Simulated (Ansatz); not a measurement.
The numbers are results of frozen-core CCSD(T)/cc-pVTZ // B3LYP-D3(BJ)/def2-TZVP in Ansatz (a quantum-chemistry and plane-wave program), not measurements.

Ansatz 0.2 input:
```yaml
crystal:
  periodic: [false, false, false]
  atoms:
    - { symbol: F, position_ang: [0.989883, -0.523133, -0.710292] }
    - { symbol: C, position_ang: [0.0, 0.0, 0.0] }
    - { symbol: F, position_ang: [0.440512, 1.066125, 0.653741] }
    - { symbol: F, position_ang: [-0.443964, -0.898535, 0.86809] }
    - { symbol: F, position_ang: [-0.986431, 0.355543, -0.811538] }
basis:
  gaussian: { orbitals: cc-pVTZ }
correlation:
  method: ccsd_t
```

Output:

```
Functional definition: HF
956 factors; integrals over basis functions are off by at most 9.3e-4 eV
mean field evaluation 1: about -11854.9243 eV, gradient 5.0e1 eV
mean field evaluation 2: about -11855.0504 eV, gradient 5.0e1 eV
mean field evaluation 4: about -11859.0514 eV, gradient 2.9e0 eV
mean field evaluation 8: about -11859.0826 eV, gradient 1.7e-1 eV
mean field evaluation 16: about -11857.6467 eV, gradient 3.1e1 eV
mean field -11859.08275988 eV, -435.8132530507 hartree, gradient 2.1e-6 eV, S^2 0.000000; 0 other end points of the search recorded, 0 dependent functions left out
5 core orbitals not correlated
reference -11859.08275988 eV, -435.8132530507 hartree; 16, 16 occupied and 129, 129 virtual orbitals, 956 factors
second order -31.36441181 eV of doubles, -0.00000000 eV of singles
cycle   1  -30.65869321 eV  change    7.1e-1 eV  update   9.9e-2
cycle   2  -31.24137385 eV  change   -5.8e-1 eV  update   2.7e-2
cycle   3  -31.36017775 eV  change   -1.2e-1 eV  update   1.2e-2
cycle   4  -31.33819672 eV  change    2.2e-2 eV  update   2.3e-3
cycle   5  -31.33746394 eV  change    7.3e-4 eV  update   9.7e-4
cycle   6  -31.33823623 eV  change   -7.7e-4 eV  update   2.2e-4
cycle   7  -31.33796625 eV  change    2.7e-4 eV  update   7.9e-5
cycle   8  -31.33793416 eV  change    3.2e-5 eV  update   1.3e-5
perturbative correction -0.97959001 eV, -0.0359992690 hartree
Total energy: -11891.40028406 eV, -437.0009001586 hartree
```

Cost: very roughly 23 core-seconds.
